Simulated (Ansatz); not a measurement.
## How methods differ on [SiPH4]− (SMILES [SiH2-]P)

[SiPH4]−: 6 atoms, total charge -1, spin state singlet. As SMILES, `[SiH2-]P`. The coordinates come from a GFN2-xTB relaxation. This is one conformer, not always the lowest.

```xyz
6

Si    0.3577   -1.0198   -0.1326
P    -0.3552    1.0714    0.1326
H    -0.3871   -1.6006    1.0369
H    -0.6421   -1.4081   -1.1859
H     0.4074    1.5654   -0.8998
H     0.6193    1.3917    1.0488
```

Quantity: the energy change with the P2–H5 bond stretched from 1.375 to 2.751 Å, in eV. The values are calculated.

| level | kind | program | value (eV) | less FCI/STO-3G | CPU time (all runs) |
| --- | --- | --- | --- | --- | --- |
| HF/STO-3G (restricted) | Hartree–Fock | Ansatz | 6.56 | +2.64 | 0.25 s |
| SVWN5/STO-3G (restricted) | LDA | Ansatz | 4.15 | +0.23 | 1.2 s |
| BLYP/STO-3G (restricted) | GGA | Ansatz | 3.69 | -0.23 | 1.8 s |
| BHLYP/STO-3G (restricted) | global hybrid | Ansatz | 5.40 | +1.48 | 1.7 s |
| CAM-B3LYP/STO-3G (restricted) | range-separated hybrid | Ansatz | 5.11 | +1.19 | 2 s |
| HSE06/STO-3G (restricted) | range-separated hybrid | Ansatz | 4.70 | +0.78 | 1.9 s |
| MP2/STO-3G (restricted) | perturbation theory | Ansatz | 5.06 | +1.14 | 0.31 s |
| CCSDTQ/STO-3G (restricted) | coupled cluster or CI | Ansatz | 3.92 | 0.00 | 7.4 s |
| FCI/STO-3G | exact in the basis | Ansatz | 3.92 | 0.00 | 3.8 s |

FCI/STO-3G is exact within its basis and frozen core, so for wave-function methods in that basis the difference is their error; functionals converge differently with the basis, so for them it is only a difference. Spin-restricted single references rise too steeply as a bond breaks, Hartree–Fock most of all. Perturbation and coupled-cluster corrections on them can overshoot downwards. Sets without diffuse functions describe the anion poorly. The first shape isn't each level's own minimum. The values span 3.69 to 6.56 eV. All rows use very small basis sets, so even the best lies far from the true value. CPU times are rough (shared hosts, several kinds of processor): they show what a rung costs within a factor of a few.
